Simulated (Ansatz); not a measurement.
**NH3S (Thiohydroxylamine): CCSDT(Q)/STO-3G**

What is the vertical singlet–triplet gap of NH3S (Thiohydroxylamine) at CCSDT(Q)/STO-3G? 

The results are computed with Ansatz 0.2.0.

57 further runs of the same task are left out: 2 that didn't finish, 55 set aside as unsound or not needed.

## (1) The system as given

NH3S has 5 atoms, charge 0, and is taken as a singlet. As SMILES, `NS`. The coordinates come from a GFN2-xTB relaxation. This is one conformer, not always the lowest.

Bond lengths: N1–S2 1.719 Å, N1–H3 1.015 Å, N1–H4 1.015 Å, S2–H5 1.338 Å. Angles: N1–S2–H5 95.5°, S2–N1–H3 109.8°, S2–N1–H4 109.7°, H3–N1–H4 108.9°.

## (2) A single-point energy at CCSDT(Q)/STO-3G

File in.yaml:

```yaml
basis:
  gaussian: {orbitals: STO-3G}
crystal:
  periodic: [false, false, false]
  atoms:
    - {symbol: N, position_ang: [-0.162760, -0.507400, -0.231700]}
    - {symbol: S, position_ang: [0.168270, 0.954370, 0.610330]}
    - {symbol: H, position_ang: [0.015040, -1.300690, 0.375430]}
    - {symbol: H, position_ang: [-1.135990, -0.524720, -0.519210]}
    - {symbol: H, position_ang: [1.115440, 1.378440, -0.234860]}
total_charge: 0
correlation: {method: ccsdt_q, frozen_orbitals: {H: 0, "N": 1, S: 5}}
accuracy: high
scf: {omitted_lower_state_checks: [cluster_reference, increment]}
```

Started as:

```console
ansatz run in.yaml --threads 1 --pin off --max-ram 2610MiB --events-out events.jsonl --progress --plain --runs-dir runs
```

Standard output, cut to the lines that bear on the results:

```text
Warning: RAYON_NUM_THREADS=1 ignored (pool sized by the plan → 1); use --threads N
Functional definition: HF
  name "HF"
[...]
289 factors; integrals over basis functions are off by at most 1.1e-8 eV
[...]
mean field -12207.54276496 eV, -448.6189220427 hartree, gradient 1.9e-8 eV, S^2 0.000000; 0 other end points of the search recorded, 0 dependent functions left out
6 core orbitals not correlated: weight in the atoms' cores, before any rotation towards them, 1.000 or more for the frozen orbitals, at most 0.000 for the correlated occupied ones
reference -12207.54276496 eV, -448.6189220427 hartree; 7, 7 occupied and 4, 4 virtual orbitals, 289 factors
second order -1.91200514 eV of doubles, -0.00000000 eV of singles
cycle   1  -2.36577270 eV  change   -4.5e-1 eV  update   5.2e-2
[...]
cycle  19  -2.61723682 eV  change   -1.1e-9 eV  update   1.6e-9
perturbative correction -0.00186419 eV, -0.0000685078 hartree
Total energy: -12210.16186598 eV, -448.7151722296 hartree
Checks for a lower state left out: cluster_reference, increment
```

Run time: 0.2 s. Hardware: 1 thread of Arm Neoverse V1, shared host.

## (3) The triplet, same level

File run.yaml:

```yaml
crystal:
  periodic: [false, false, false]
  atoms:
    - {symbol: "N", position_ang: [-0.162760, -0.507400, -0.231700]}
    - {symbol: S, position_ang: [0.168270, 0.954370, 0.610330]}
    - {symbol: H, position_ang: [0.015040, -1.300690, 0.375430]}
    - {symbol: H, position_ang: [-1.135990, -0.524720, -0.519210]}
    - {symbol: H, position_ang: [1.115440, 1.378440, -0.234860]}
basis:
  gaussian: {orbitals: STO-3G}
magnetization: {spin_polarized: true, initial_magnetization: 2}
correlation: {method: ccsdt_q, frozen_orbitals: {H: 0, "N": 1, S: 5}}
accuracy: high
scf: {omitted_lower_state_checks: [cluster_reference, increment]}
```

Started as:

```console
ansatz run run.yaml --threads 1 --pin off --max-ram 2610MiB --events-out events.jsonl --progress --plain --runs-dir runs
```

Standard output, cut to the lines that bear on the results:

```text
Warning: RAYON_NUM_THREADS=1 ignored (pool sized by the plan → 1); use --threads N
[... 2 set-up lines as earlier in the session ...]
[...]
289 factors; integrals over basis functions are off by at most 1.1e-8 eV
[...]
mean field -12200.49560735 eV, -448.3599437772 hartree, gradient 1.7e-8 eV, S^2 2.011904; 3 other end points of the search recorded, 0 dependent functions left out
6 core orbitals not correlated: weight in the atoms' cores, before any rotation towards them, 1.000 or more for the frozen orbitals, at most 0.000 for the correlated occupied ones
reference -12200.49560735 eV, -448.3599437772 hartree; 8, 6 occupied and 3, 5 virtual orbitals, 289 factors
second order -1.42117725 eV of doubles, -0.00000000 eV of singles
cycle   1  -1.82458329 eV  change   -4.0e-1 eV  update   5.2e-2
[...]
cycle  45  -2.09907152 eV  change   8.6e-10 eV  update  5.4e-10
perturbative correction -0.00083787 eV, -0.0000307910 hartree
Total energy: -12202.59551674 eV, -448.4371140237 hartree
Checks for a lower state left out: cluster_reference, increment
```

It took 0.88 s on 1 thread of Arm Neoverse V1, shared host.

## (4) Results

Level: CCSDT(Q)/STO-3G, 6 core orbitals frozen.

```
                                            quantity          value
                               singlet: total energy  -448.71517 Eh
singlet: correlation energy (6 core orbitals frozen)      -96.3 mEh
                              singlet: T1 diagnostic          0.006
                               triplet: total energy  -448.43711 Eh
triplet: correlation energy (6 core orbitals frozen)      -77.2 mEh
          triplet: ⟨S²⟩ of the reference determinant          2.012
                              triplet: T1 diagnostic          0.021
    vertical energy of the triplet above the singlet       7.566 eV
```

**Reading.** At this shape the triplet lies 7.57 eV (730 kJ/mol) above the singlet. In a minimal basis such a difference can be off by several eV, whatever the method.
